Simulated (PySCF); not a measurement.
Isomers of C4H10O2, one GFN2-xTB conformer each. Single-point energies are computed at B3LYP/def2-SVPD (PySCF, gas phase, no added dispersion term), electronic only.

```csv
SMILES,GFN2-xTB relative energy (kcal/mol)
C[C@H](O)CCO,0.0
COC[C@H](C)O,3.5
```

Conformers: `[CH3:1][C@H:2]([OH:3])[CH2:4][CH2:5][OH:6]` with C1–C2–O3–H 50°, C1–C2–C4–C5 -179°, C2–C4–C5–O6 -74°, C4–C5–O6–H 45°; `[CH3:1][O:2][CH2:3][C@H:4]([CH3:5])[OH:6]` with C1–O2–C3–C4 -179°, O2–C3–C4–C5 180°, C3–C4–O6–H -47°.

**Question.** What does B3LYP/def2-SVPD give for the same structures?

**Answer.** 
```csv
SMILES,B3LYP/def2-SVPD E (Eh),B3LYP/def2-SVPD (kcal/mol),GFN2-xTB (kcal/mol),point group
C[C@H](O)CCO,-308.68978,0.0,0.0,C1
COC[C@H](C)O,-308.67670,8.2,3.5,C1
```

Both levels put the same isomer lowest. 

**Question.** Which frontier levels, dipoles and rotational constants go with these structures?

**Answer.** 
| SMILES | HOMO (eV, B3LYP/def2-SVPD) | LUMO (eV) | dipole (D) | A, B, C (MHz) |
| --- | --- | --- | --- | --- |
| C[C@H](O)CCO | -7.21 | -0.05 | 3.75 | 6643, 2251, 1831 |
| COC[C@H](C)O | -7.53 | 0.37 | 2.38 | 7851, 1914, 1646 |
